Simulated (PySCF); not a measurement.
Building multiplets from coupling constants

Structure with atom numbers: `[CH3:1][CH:2]([CH3:3])[CH2:4][OH:5]`. Hydrogens are named by the atom that carries them.

Method: coordinates at the GFN2-xTB level, shieldings: GIAO PBE0/pcSseg-1, spin–spin couplings from B3LYP/pcJ-1 (without the spin–dipole term), in PySCF (single conformer, non-relativistic, one averaged value for each set of equivalent atoms, no solvent).

Referencing at the same level of theory: TMS for 1H (σref 31.72) and 13C (σref 186.93).

Spectrometer: 500 MHz for 1H. First-order analysis; couplings under 1 Hz (under 4 Hz in carbon signals) are ignored, and nearly equal couplings are merged; the smaller ones broaden or split the lines further.

Question: What pattern does H(C1)/H(C3) show (1H)?

Answer: A doublet at δ 0.99: 6.8 Hz to H(C2) (1 × 1H, 3 bonds away). Lines in Hz from the centre (relative intensity): +3.4 (1), -3.4 (1). The outer lines are 6.8 Hz apart, the sum of the couplings kept, or 0.014 ppm at this field.

Question: What pattern does H(C2) show (1H)?

Answer: A septet of triplets at δ 1.20: 6.8 Hz to H(C1)/H(C3) (6 × 1H, 3 bonds away), 5.8 Hz to H(C4) (2 × 1H, 3 bonds away). Lines in Hz from the centre (relative intensity): +26.2 (1), +20.4 (2), +19.4 (6), +14.6 (1), +13.6 (12), +12.6 (15), +7.8 (6), +6.8 (30), +5.8 (20), +1.0 (15), +0.0 (40), -1.0 (15), -5.8 (20), -6.8 (30), -7.8 (6), -12.6 (15), -13.6 (12), -14.6 (1), -19.4 (6), -20.4 (2), -26.2 (1). The outer lines are 52.4 Hz apart, the sum of the couplings kept, or 0.105 ppm at this field.

Question: What pattern does H(C4) show (1H)?

Answer: A doublet at δ 3.58: 5.8 Hz to H(C2) (1 × 1H, 3 bonds away). Lines in Hz from the centre (relative intensity): +2.9 (1), -2.9 (1). The outer lines are 5.8 Hz apart, the sum of the couplings kept, or 0.012 ppm at this field.

Question: What pattern does C4 show in the proton-coupled 13C spectrum?

Answer: A triplet of septets of doublets at δ 74.7: 145.6 Hz to H(C4) (2 × 1H, 1 bond away), 5.8 Hz to H(C1)/H(C3) (6 × 1H, 3 bonds away), 4.3 Hz to H(C2) (1 × 1H, 2 bonds away).

The OH or NH signal is concentration- and solvent-dependent in practice; the value given is the gas-phase one. Unscaled 3J(H,H) at this level run about 10 % above measured values. Chain 3J(H,H) values assume equally populated staggered rotamers: (2 J gauche + J anti)/3.
